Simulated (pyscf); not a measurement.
## Substitution at C: H₃C–Bi(CH₃)–CH₃ + H atom (H•) → H₃C–Bi•–CH₃ + methane (CH₄)

Gas phase, doublet surface, charge 0. Bonds broken: Bi1–C2. Bonds formed: C2–H14. PySCF, gas phase, ωB97X-D3(BJ)/def2-SVP geometries.

Transition state (Å):

```xyz
14

Bi     0.5420    -0.2823     0.7811
C      1.1217     1.2722    -0.9847
C     -1.2866    -0.9705    -0.3446
C     -0.6113     1.3087     1.8871
H      1.8823     1.8731    -0.4807
H      0.1297     1.7137    -1.1095
H      1.4661     0.5778    -1.7547
H     -0.9943    -1.6627    -1.1480
H     -1.8007    -0.1013    -0.7803
H     -1.9718    -1.4890     0.3424
H     -1.2149     1.8897     1.1745
H     -1.2772     0.8385     2.6258
H      0.0844     1.9814     2.4101
H      1.4390     2.3888    -2.2242
```

One imaginary mode, 1254i cm⁻¹; descent along it reached the two sides named.

```
bond    change  reactant side (Å)  saddle  product side
------  ------  -----------------  ------  ------------
Bi1–C2  breaks              2.254   2.423           4.0
C2–H14   forms                3.8   1.698         1.099
```

Electronic energies relative to the separated reactants (kJ/mol):

| level | barrier | reaction energy | reverse barrier |
|---|---|---|---|
| ωB97X-D3(BJ)/def2-TZVP | 46.0 | -217.5 | 263.5 |
| PBE/def2-TZVP | 14.4 | -225.7 | 240.1 |
| r²SCAN/def2-TZVP | 10.4 | -235.4 | 245.8 |
| B3LYP-D3(BJ)/def2-TZVP | 16.4 | -236.8 | 253.1 |
| PBE0-D3(BJ)/def2-TZVP | 25.7 | -225.2 | 250.9 |
| M06-2X/def2-TZVP | 31.0 | -258.4 | 289.4 |
| ωB97M-D3(BJ)/def2-TZVP | 39.3 | -239.1 | 278.4 |
| HF/def2-TZVP | 79.5 | -247.8 | 327.3 |

With ωB97M-D3(BJ)/def2-TZVP energies and thermal terms (ideal gas, 1 atm, RRHO with modes under 100 cm⁻¹ raised to 100, one conformer, R ln 2 for chiral ones without a mode under 150 cm⁻¹), in kJ/mol:

```
T (K)   ΔH‡    ΔG‡      ΔH      ΔG
-----  ----  -----  ------  ------
298    41.2   67.2  -220.3  -230.8
600    38.9   94.6  -227.7  -238.7
900    37.3  122.7  -234.9  -242.6
1200   35.9  151.4  -241.3  -244.2
```

Abstraction by the radical was not located in this set and often lies lower. This is the saddle that the search found; another between the same sides may lie lower. The angle at the attacked C is 177°. Elements past Kr carry the def2 core potentials, without spin-orbit coupling.
